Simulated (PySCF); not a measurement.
# Telling isomers of C2H4N2 apart by NMR

Computed data (PySCF 2.14.0 with density-fitted response routines): shielding tensors at PBE0/pcSseg-1 (GIAO), J couplings at B3LYP/pcJ-1, coordinates at the GFN2-xTB level. Rapidly exchanging positions averaged, a single conformation, no relativistic terms, in vacuum.

Shifts are taken against calculated references (same method and geometry level): TMS for 1H (σ = 31.72 ppm), 13C (σ = 186.93 ppm). Multiplet labels drop J under 1 Hz and among equivalent protons, and merge close values. Unscaled 3J(H,H) run several per cent high. Shifts are as computed. Against solution values, carbons near 30 ppm lie about +3 ppm off and those near 130 ppm about +5 ppm. Of 1211 compounds with measured shifts, 218 miss one by over three times the rms of a fit or turn the order of signals round; such compounds aren't used in these exercises. OH and NH positions are gas-phase values without hydrogen bonding to other molecules.

(1) Tabulate the signals of `C=NN=C`, `N#CCN` and their relative energies.

(2) What is the quickest way to tell C=NN=C from N#CCN?

Answers

(1) 
```tsv
SMILES	carbon types	δC	δH	E rel. (kcal/mol)
C=NN=C	2×CH2	110.4	5.98 (m, 2H), 5.85 (m, 2H)	37.6
N#CCN	1×C 1×CH2	124.2, 32.2	3.53 (s, 2H), 0.99 (br s, 2H)	0.0
```

Energies are electronic energies at PBE0/pcSseg-1 on these geometries, without zero-point or thermal terms, each for the one conformer computed, which needn't be the lowest.

(2) Count the carbon signals: 1 against 2. The first has a C=N carbon (CH2) at 110.4 ppm, the second a nitrile carbon (C) at 124.2 ppm. In the proton spectra the most deshielded non-exchanging signals are 5.98 (m, 2H) and 3.53 (s, 2H).
